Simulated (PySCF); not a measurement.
# Calibrating a computed deprotonation enthalpy (ΔH)

Energies: ωB97X-D3(BJ)/ma-def2-TZVP (PySCF, density fitting, integration grid level 2) on PBE0-D3(BJ)/ma-def2-SVP structures. The prefix ma- adds one diffuse s and one diffuse p function on all atoms but H. ωB97X-D3(BJ) is ωB97X-V with D3(BJ) in place of VV10. Zero-point and thermal terms (298.15 K, 1 bar) come from unscaled PBE0-D3(BJ)/ma-def2-SVP harmonic frequencies, with soft modes damped to free rotors in the entropy.

```json
{"molecule": "cyanoacetic acid, `N#CCC(=O)O` (C3H3NO2)", "computed / kJ/mol": "1383", "measured / kJ/mol": "1382"}
{"molecule": "N-methylformamide, `CNC=O` (C2H5NO)", "computed / kJ/mol": "1526", "measured / kJ/mol": "?"}
{"molecule": "N-methylacetamide, `CNC(C)=O` (C3H7NO)", "computed / kJ/mol": "1531", "measured / kJ/mol": "1514"}
{"molecule": "methoxyacetonitrile, `COCC#N` (C3H5NO)", "computed / kJ/mol": "1573", "measured / kJ/mol": "1556"}
{"molecule": "N,N-dimethylthioformamide, `CN(C)C=S` (C3H7NS)", "computed / kJ/mol": "1611", "measured / kJ/mol": "1587"}
{"molecule": "N,N-dimethylformamide, `CN(C)C=O` (C3H7NO)", "computed / kJ/mol": "1667", "measured / kJ/mol": "1670"}
```

Task: Fit a straight line to the complete rows and predict the measured value of N-methylformamide, `CNC=O` (C2H5NO).

Result: measured = 17.3 + 0.9817·computed (5 points, rms 10 kJ/mol, correlation 0.994). At 1526 this gives 1515 kJ/mol; the measured value is 1508 kJ/mol, so the fit is off by 7.

Measured values: NIST Chemistry WebBook, evaluated or the median of agreeing entries.

(N-methylformamide) Hardware: 1 thread of Arm Neoverse V1, shared with other jobs. Command: `OMP_NUM_THREADS=1 python redox_run.py task.json out`. Structures, frequencies and single points: 7.3 min.
